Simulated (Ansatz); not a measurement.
**Ligand exchange: CH4O + NaSH → CH4S + NaOH**

Species: CH4O `CO`, singlet; NaSH `[Na][SH]`, singlet; CH4S (methanethiol) `CS`, singlet; NaOH `[OH][Na]`, singlet. The partners trade OH for SH: C–OH and Na–SH bonds give way to C–SH and Na–OH.

Shapes, held fixed at every level: PBE0-D4/def2-TZVP. Programs: Ansatz 0.2.0. The zero-point and thermal change to 298 K, harmonic and unscaled (PBE0-D4/def2-TZVP), is -3.6 kJ/mol.

| level | kind | ΔH(298 K) (kJ/mol) | less CCSD(T)/def2-TZVPP |
| --- | --- | --- | --- |
| HF/def2-SVP | Hartree–Fock | +68.7 | +39.4 |
| HF/def2-TZVPP | Hartree–Fock | +51.5 | +22.2 |
| SPW92/def2-TZVPP | LDA | +31.4 | +2.1 |
| B3LYP-D4/def2-TZVPP | global hybrid | +30.0 | +0.7 |
| r2SCAN0-D4/def2-TZVPP | global hybrid | +32.9 | +3.6 |
| MP2/def2-SVP | perturbation theory | +33.3 | +4.0 |
| MP2/def2-TZVPP | perturbation theory | +19.8 | -9.5 |
| CCSD(T)/def2-TZVPP | coupled cluster or CI | +29.3 | 0.0 |

The highest level, CCSD(T)/def2-TZVPP, gives ΔH(298 K) = +29.3 kJ/mol; the levels span +19.8 to +68.7. The column of differences is taken from that level and isn't an error. No measured value is set beside it here. Outer-core shells of Na are correlated, in sets that cover them unevenly.
